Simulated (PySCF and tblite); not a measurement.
Results of a calculation; reference values are marked as such.
C₃H₇FO, numbered as in [OH:1][CH2:2][CH2:3][CH2:4][F:5]. Conformers came from 150 starts (ETKDG, MMFF94s, GFN2-xTB); geometries are GFN2-xTB. Weights use PBE0-D3(BJ)/def2-TZVP (IEF-PCM, chloroform) energies plus GFN2-xTB zero-point and thermal terms (modes under about 100 cm⁻¹ blended into free rotors). Symmetry numbers and mirror images are counted. Conformers within 3 kcal/mol (GFN2-xTB free energy) were kept, 10 at most. GIAO shieldings: mPW1PW91/pcSseg-1 (IEF-PCM, chloroform). Shifts are against TMS (¹H), TMS (¹³C) at the same level. Programs: PySCF with density fitting and tblite.

Torsions listed: H1–O1–C2–C3, O1–C2–C3–C4, C2–C3–C4–F5. Of a mirror pair one member is shown.

```
conformer               shape  point group  mirror pair  ΔE(DFT)  Δ(G−E) at 250 K  δ C2 (ppm)
        1     -54°, 77°, -63°           C1          yes     0.00             0.00        69.7
        2     -176°, 68°, 70°           C1          yes     0.01            -0.38        62.4
        3     71°, -67°, -61°           C1          yes     0.15            -0.23        61.8
        4       62°, 66°, 74°           C1          yes     0.24            -0.24        63.2
        5    -60°, -60°, 176°           C1          yes     0.28            -0.26        63.6
        6   -62°, -178°, -65°           C1          yes     0.33            -0.29        66.7
        7  -176°, -177°, -63°           C1          yes     0.39            -0.51        67.1
        8     60°, 178°, -64°           C1          yes     0.42            -0.33        67.0
        9     178°, 62°, 179°           C1          yes     0.43            -0.48        64.1
       10  -58°, -177°, -178°           C1          yes     0.84            -0.42        63.5
```

Energies in kcal/mol; the thermal term leaves out symmetry numbers and mirror images.

Question: Work out the weights at 250 K and the ¹³C shift of C2 under fast exchange.

Answer: RT = 0.497 kcal/mol. Each conformer gets RT ln(σ/g), with σ the rotational symmetry number and g = 2 for a mirror pair: 1: σ = 1, g = 2, G = 0.00 + 0.00 − 0.34 = -0.34, 0.38 above the lowest, exp(−ΔG/RT) = 0.470; 2: σ = 1, g = 2, G = 0.01 − 0.38 − 0.34 = -0.72, 0.00 above the lowest, exp(−ΔG/RT) = 1.000; 3: σ = 1, g = 2, G = 0.15 − 0.23 − 0.34 = -0.43, 0.29 above the lowest, exp(−ΔG/RT) = 0.556; 4: σ = 1, g = 2, G = 0.24 − 0.24 − 0.34 = -0.35, 0.37 above the lowest, exp(−ΔG/RT) = 0.473; 5: σ = 1, g = 2, G = 0.28 − 0.26 − 0.34 = -0.32, 0.40 above the lowest, exp(−ΔG/RT) = 0.449; 6: σ = 1, g = 2, G = 0.33 − 0.29 − 0.34 = -0.31, 0.41 above the lowest, exp(−ΔG/RT) = 0.438; 7: σ = 1, g = 2, G = 0.39 − 0.51 − 0.34 = -0.46, 0.26 above the lowest, exp(−ΔG/RT) = 0.590; 8: σ = 1, g = 2, G = 0.42 − 0.33 − 0.34 = -0.26, 0.46 above the lowest, exp(−ΔG/RT) = 0.394; 9: σ = 1, g = 2, G = 0.43 − 0.48 − 0.34 = -0.39, 0.33 above the lowest, exp(−ΔG/RT) = 0.512; 10: σ = 1, g = 2, G = 0.84 − 0.42 − 0.34 = 0.08, 0.80 above the lowest, exp(−ΔG/RT) = 0.200. The sum is 5.082, so the weights are 9.2, 19.7, 11.0, 9.3, 8.8, 8.6, 11.6, 7.7, 10.1, 3.9 %. The averaged shift is 64.7 ppm. At 298.15 K it is 64.7 ppm. At 298.15 K the leading conformer alone gives 62.4 ppm and bare DFT energies give 65.0 ppm.

For its torsions the set is small; conformers may be missing.
